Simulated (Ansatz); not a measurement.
**BSiH₂ (doublet): from Hartree-Fock to the top rungs, cc-pVTZ**

How much of the correlation energy of BSiH₂ (doublet) does each wave-function method recover here?

Method: cc-pVTZ, core rule «outside noble gas», up to 6 orbitals frozen; program: Ansatz 0.2.0, Gaussian basis.

To be run: UHF; CCSD(T) on ROHF; CCSD(T) on UHF; BCCD(T) on ROHF; CCSDT(Q) on ROHF; CCSDT(Q) on UHF; CASSCF and MRCISD+Q, 9 electrons in 10 orbitals; CASSCF and NEVPT2, 9 electrons in 10 orbitals.

5 further runs of the same task are left out: 5 set aside as unsound or not needed.

### Step 1. The system

The geometry is a PBE0/def2-TZVP stationary point (not a proven minimum) of the parent state, kept for this charge and spin.

4 atoms, charge 0, spin multiplicity 2.

Atoms are counted from 1 here; the program's logs count them from 0.

Bond lengths: Si1–B2 1.993 Å, B2–H3 1.191 Å, B2–H4 1.191 Å. Angles: Si1–B2–H3 115.4°, Si1–B2–H4 115.4°, H3–B2–H4 129.2°.

### Step 2. UHF

The input, in.yaml:

```yaml
crystal:
  periodic: [false, false, false]
  atoms:
    - {symbol: Si, position_ang: [0.000000, 0.000000, 0.649966]}
    - {symbol: B, position_ang: [0.000000, 0.000000, -1.342837]}
    - {symbol: H, position_ang: [0.000000, -1.075954, -1.853888]}
    - {symbol: H, position_ang: [0.000000, 1.075954, -1.853888]}
basis:
  gaussian: {orbitals: cc-pVTZ}
magnetization: {spin_polarized: true, initial_magnetization: 1}
hamiltonian: {xc: hf}
output: {orbitals: {seedname: orbitals}}
```

Started as:

```bash
$ ansatz run in.yaml --threads 1 --pin off --events-out ev --progress --plain --max-ram 2816MiB --backend cpu
```

After this run come: CCSD(T) on ROHF; CCSD(T) on UHF; BCCD(T) on ROHF; CCSDT(Q) on ROHF; CCSDT(Q) on UHF; CASSCF and MRCISD+Q, 9 electrons in 10 orbitals; CASSCF and NEVPT2, 9 electrons in 10 orbitals.

**Question.** What will the summary of the whole plan be? Wanted: UCCSDT(Q) below the RHF energy; RMP2 from UCCSDT(Q); UMP2 from UCCSDT(Q); RCCSD from UCCSDT(Q); RCCSD(T) from UCCSDT(Q); UCCSD(T) from UCCSDT(Q); RCCSDT(Q) from UCCSDT(Q); NEVPT2 valence from UCCSDT(Q); MRCISD+Q valence from UCCSDT(Q).

The runs gave:

| quantity | value |
| --- | --- |
| UCCSDT(Q) below the RHF energy | -6.1900 eV |
| RMP2 from UCCSDT(Q) | +1225.3 meV |
| UMP2 from UCCSDT(Q) | +1253.2 meV |
| RCCSD from UCCSDT(Q) | +281.0 meV |
| RCCSD(T) from UCCSDT(Q) | +49.8 meV |
| UCCSD(T) from UCCSDT(Q) | +50.4 meV |
| RCCSDT(Q) from UCCSDT(Q) | +1.0 meV |
| NEVPT2 valence from UCCSDT(Q) | +1095.0 meV |
| MRCISD+Q valence from UCCSDT(Q) | +58.3 meV |
| levels within 1 kcal/mol (43 meV) | RCCSDT, UCCSDT, RCCSDT(Q) |
| T1 diagnostic | 0.024 |
| effectively unpaired electrons | 1.06 |

What this shows: RCCSD(T) misses by +49.8 meV, 0.8 % of the correlation energy. One determinant dominates. Of the multireference levels listed MRCISD+Q valence comes nearest in total energy (+58.3 meV), which doesn't show that its space is the better one. Coupled cluster took another determinant than the lowest Hartree-Fock one. These misses are within one basis, not against nature; the frozen cores of restricted and unrestricted runs differ, which can shift their rows.
